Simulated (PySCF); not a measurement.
Input of a run (PBE0-D3(BJ)/def2-SVP geometry optimisation, gas phase (PySCF 2.14.0)), started from GFN2-xTB:
```
{"job": {"xc": "PBE0", "basis": "def2-SVP", "d3": "d3bj", "grid": 1, "shake": 0.01, "kind": "geom"}, "charge": 0, "multiplicity": 1}
C     -0.367820    -0.017730    -0.170950
N      0.730520    -0.537310    -0.223520
H     -0.635220     1.058670    -0.383470
H     -1.202210    -0.612160     0.083800
H      1.508290     0.074550    -0.482200
```

Output (energies in Eh, forces in Eh/bohr):
```
step   0  E = -94.43641814  max force = 0.071992
step   1  E = -94.44210199  max force = 0.011477
step   2  E = -94.44224537  max force = 0.004235
step   3  E = -94.44226878  max force = 0.003969
step   4  E = -94.44229439  max force = 0.000889
step   5  E = -94.44229709  max force = 0.000570
step   6  E = -94.44229776  max force = 0.000074
optimisation converged
```

Task: Summarise the run.

Result: The energy falls by 0.160 eV over 7 energy and gradient evaluations, the largest force component goes from 0.0720 to 7.4e-05 Eh/bohr, and the atoms move by 0.047 Å rms after alignment. Among the bonds, C1=N2 and C1–H4 change most and about equally (+0.047 to +0.048 Å). Bonds longer at the end by more than 0.005 Å: 2 of 4; shorter: 1. Among the angles that change most is C1–N2–H5, from 116.2° to 110.3°. The energy never rose by more than 1e-6 Eh on the way. The first step brought 97 % of the lowering.

Task: What are the final bond lengths?

Result: C1=N2 1.264 Å, C1–H3 1.107 Å, C1–H4 1.103 Å, N2–H5 1.026 Å. Numbering counts from 1 in the input's order; the species is `C=N` (CH3N).

The run used 43 basis functions and 42 SCF cycles in all.

Stationary, but not proved a minimum.
